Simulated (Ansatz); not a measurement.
**SiH₂ (singlet): the correlation ladder at angle H2–Si1–H3 = 162.0°, cc-pVDZ**

An exercise on one series of results from a longer session: the logs are not shown, and one member is left open.

Program: Ansatz 0.2.0, Gaussian basis. Level of theory: cc-pVDZ, core rule «outside noble gas», up to 5 orbitals frozen. These are calculated values, not measurements.

Plan: UHF; CCSD(T) on RHF; CCSD(T) on UHF; BCCD(T) on RHF; CISD; CCSDT(Q) on RHF; CCSDT(Q) on UHF; CCSDTQ on RHF; CASSCF and MRCISD+Q, 2 electrons in 2 orbitals; CASSCF and NEVPT2, 2 electrons in 2 orbitals; CASSCF and MRCISD+Q, 6 electrons in 6 orbitals; CASSCF and NEVPT2, 6 electrons in 6 orbitals; Full CI.

9 further runs of the same task are left out: 1 for a mislabelled method, 7 that didn't finish, 1 set aside as unsound or not needed.

### What is computed

The geometry derives from a PBE0/def2-TZVP stationary point (not a proven minimum). One angle is set to the value named; bond lengths are kept.

3 atoms, charge 0, spin multiplicity 1.

Atoms are counted from 1 here; the program's logs count them from 0.

Bond lengths: Si1–H2 1.526 Å, Si1–H3 1.526 Å. Angles: H2–Si1–H3 162.0°.

Set-up of the first run:

in.yaml

```yaml
crystal:
  periodic: [false, false, false]
  atoms:
    - {symbol: Si, position_ang: [0.000000, -0.015982, 0.000000]}
    - {symbol: H, position_ang: [0.000000, 0.222665, -1.506755]}
    - {symbol: H, position_ang: [0.000000, 0.222665, 1.506755]}
basis:
  gaussian: {orbitals: cc-pVDZ}
magnetization: {spin_polarized: true, initial_magnetization: 0}
hamiltonian: {xc: hf}
output: {orbitals: {seedname: orbitals}}
```

The run is started by

```console
> ansatz run in.yaml --threads 1 --pin off --events-out ev --progress --plain --max-ram 2393MiB
```

Steps of the session up to this table: UHF; CCSD(T) on RHF; CCSD(T) on UHF; BCCD(T) on RHF; CISD; CCSDT(Q) on RHF; CCSDT(Q) on UHF; CCSDTQ on RHF; CASSCF and MRCISD+Q, 2 electrons in 2 orbitals; CASSCF and NEVPT2, 2 electrons in 2 orbitals; CASSCF and MRCISD+Q, 6 electrons in 6 orbitals; CASSCF and NEVPT2, 6 electrons in 6 orbitals; Full CI.

One of the session's tables, all rows but one given; the rest of the session is left out.

```
       method  from FCI (kcal/mol)
          RHF               +82.36
         RMP2               +24.69
         CISD                    ?
        RCCSD                +4.29
     RCCSD(T)                +1.69
      BCCD(T)                +1.72
       RCCSDT                +0.31
    RCCSDT(Q)                +0.04
      RCCSDTQ                 0.00
  CASSCF pair               +68.09
  NEVPT2 pair               +19.21
  MRCISD pair                +4.43
MRCISD+Q pair                -0.77
          FCI                    0
```

**Question.** Estimate the row for CISD.

**Answer.** from FCI (kcal/mol): +9.09. In the column «from FCI (kcal/mol)» it lies between MRCISD pair (+4.43) and NEVPT2 pair (+19.21).

Left out of the table: CASSCF valence, NEVPT2 valence, MRCISD valence, MRCISD+Q valence (the active space lost an orbital or holds another state than full CI finds).

Limits of these values: Left out of the table: UHF, UMP2, UCCSD, UCCSD(T), UCCSDT, UCCSDT(Q) (another determinant or state than the rows shown). MRCISD+Q pair falls below full CI: the +Q correction isn't variational, and the cores differ from full CI's.
